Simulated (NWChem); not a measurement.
Correlation energy of C2H3O

```xyz
6

C     -0.0762    -1.1694     0.0000
C      0.4250     0.2536     0.0000
O     -0.1959     1.2600     0.0000
H      0.3268    -1.6873     0.8843
H      0.3268    -1.6873    -0.8843
H     -1.1790    -1.2110     0.0000
```
Charge 0, spin multiplicity 2.

The numbers come from NWChem runs, not from measurements. The geometry was optimised at UB3LYP/def2-SVP, a minimum by its harmonic frequencies.

Basis set: def2-SVP. Each correlation energy counts from its own Hartree-Fock reference.

| method | correlation energy (mHa) |
|---|---|
| UMP2 | -433.6 |
| SCS-UMP2 | -425.4 |
| CCSD on ROHF | -462.2 |
| CCSD[T] on ROHF | -480.1 |
| CCSD(T) on ROHF | -478.0 |
| CCSD on UHF | -458.1 |
| CCSD[T] on UHF | -475.1 |
| CCSD(T) on UHF | -473.2 |

The values span 54.7 mHa, from CCSD[T] on ROHF (lowest) to SCS-UMP2 (highest). 

The correlated methods keep 3 core orbitals frozen. The structure started from a generated list of species. The unpaired electrons of the parent sit in orbitals of symmetry a' (Cs labels of the run); other states weren't searched. No SCF solution was tested for a lower state. Open-shell Hartree-Fock references start from PBE0 orbitals. No row is a measurement; the coupled-cluster row has its own basis-set and correlation limits.
